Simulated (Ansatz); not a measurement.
Input file:

```yaml
crystal:
  periodic: [false, false, false]
  atoms:
    - {symbol: Al, position_ang: [0.000000, 0.000000, 2.384233]}
    - {symbol: Si, position_ang: [0.000000, 0.000000, -0.204167]}
    - {symbol: P, position_ang: [0.000000, 0.000000, -2.180067]}
basis:
  gaussian: {orbitals: def2-SVP, fitting: {mean_field: def2-universal-jkfit}}
magnetization: {spin_polarized: false, initial_magnetization: 2}
correlation: {method: ccsd, electrons: valence}
output: {forces: true}
```

```sh
$ ansatz run in.yaml --threads 1 --pin off --events-out ev --progress --plain --max-ram 2393MiB
```

The program prints:

```
384 factors; integrals over basis functions are off by at most 9.2e-3 eV
mean field evaluation 1: about -23703.2044 eV, gradient 1.6e1 eV
mean field evaluation 2: about -23700.3781 eV, gradient 2.8e1 eV
mean field evaluation 4: about -23705.5418 eV, gradient 1.7e0 eV
mean field evaluation 8: about -23706.0297 eV, gradient 1.4e0 eV
mean field evaluation 16: about -23705.5422 eV, gradient 1.7e0 eV
mean field evaluation 32: about -23706.0921 eV, gradient 1.2e-5 eV
mean field evaluation 64: about -23706.3822 eV, gradient 2.3e-1 eV
mean field evaluation 96: about -23705.9812 eV, gradient 7.1e-1 eV
mean field evaluation 128: about -23706.0107 eV, gradient 2.0e0 eV
mean field evaluation 160: about -23706.0378 eV, gradient 9.2e-1 eV
...
mean field evaluation 1184: about -23706.5597 eV, gradient 9.7e-7 eV
mean field evaluation 1216: about -23706.4334 eV, gradient 6.4e-1 eV
mean field evaluation 1248: about -23706.3827 eV, gradient 2.9e-5 eV
determinant -23706.38273304 eV, -871.1934966757 hartree, with singles and doubles -23713.13869842 eV, -871.4417738243 hartree
determinant -23706.09205234 eV, -871.1828143570 hartree, with singles and doubles -23713.07790208 eV, -871.4395395998 hartree
determinant -23706.09205234 eV, -871.1828143570 hartree, with singles and doubles -23713.07790192 eV, -871.4395395939 hartree
determinant -23705.99654971 eV, -871.1793047002 hartree, with singles and doubles -23712.75822628 eV, -871.4277917312 hartree
determinant -23703.70017217 eV, -871.0949143824 hartree, with singles and doubles -23710.79030261 eV, -871.3554718699 hartree
determinant -23703.40897949 eV, -871.0842132487 hartree, with singles and doubles -23710.50468623 eV, -871.3449756616 hartree
determinant -23703.36634710 eV, -871.0826465370 hartree, with singles and doubles -23710.44120691 eV, -871.3426428398 hartree
determinant -23703.35111481 eV, -871.0820867609 hartree, with singles and doubles -23710.20970922 eV, -871.3341354564 hartree
determinant -23703.26315166 eV, -871.0788541747 hartree, with singles and doubles -23710.65522335 eV, -871.3505077987 hartree
determinant -23706.38273304 eV, -871.1934966757 hartree, with singles and doubles -23713.14398477 eV, -871.4419680941 hartree
determinant -23706.09205234 eV, -871.1828143570 hartree, with singles and doubles -23713.08976373 eV, -871.4399755077 hartree
determinant -23706.09205234 eV, -871.1828143570 hartree, with singles and doubles -23713.08976371 eV, -871.4399755070 hartree
determinant -23705.99654971 eV, -871.1793047002 hartree, with singles and doubles -23712.75970594 eV, -871.4278461074 hartree
unrestricted determinant -23706.57280269 eV, -871.2004816068 hartree, S^2 2.2034
15 core orbitals not correlated: weight in the atoms' cores, before any rotation towards them, 1.000 or more for the frozen orbitals, at most 0.000 for the correlated occupied ones
reference -23706.38273304 eV, -871.1934966757 hartree; 7, 5 occupied and 32, 34 virtual orbitals, 384 factors
second order -5.56200723 eV of doubles, -0.09372607 eV of singles
cycle   1  -6.76125571 eV  change   -4.0e-6 eV  update   3.7e-6
cycle   2  -6.76125773 eV  change   -2.0e-6 eV  update   2.7e-6
cycle   3  -6.76125921 eV  change   -1.5e-6 eV  update   1.8e-6
cycle   4  -6.76125845 eV  change    7.6e-7 eV  update   7.3e-7
cycle   5  -6.76125788 eV  change    5.7e-7 eV  update   4.1e-7
cycle   6  -6.76125804 eV  change   -1.6e-7 eV  update   2.0e-7
the calculation of the forces begins
mean field evaluation 1280: about -23706.3827 eV, gradient 2.9e-6 eV
Total energy: -23713.14399107 eV, -871.4419683257 hartree
Atom 0 at     0.000000     0.000000     2.384233 Å, force    -0.000000     0.000000    -0.378231 eV/Å
Atom 1 at     0.000000     0.000000    -0.204167 Å, force    -0.000000    -0.000000     4.186612 eV/Å
Atom 2 at     0.000000     0.000000    -2.180067 Å, force     0.000000     0.000000    -3.808382 eV/Å
Dipole moment:    -0.000000    -0.000000     0.313649 e Å
```

Forces (eV/Å):
```
Al   0.000  0.000 -0.378
Si   0.000  0.000  4.187
P    0.000  0.000 -3.808
```

Ran on 1 thread of Intel Xeon, shared host: 1.8 min wall, 0.14 GiB peak host memory.
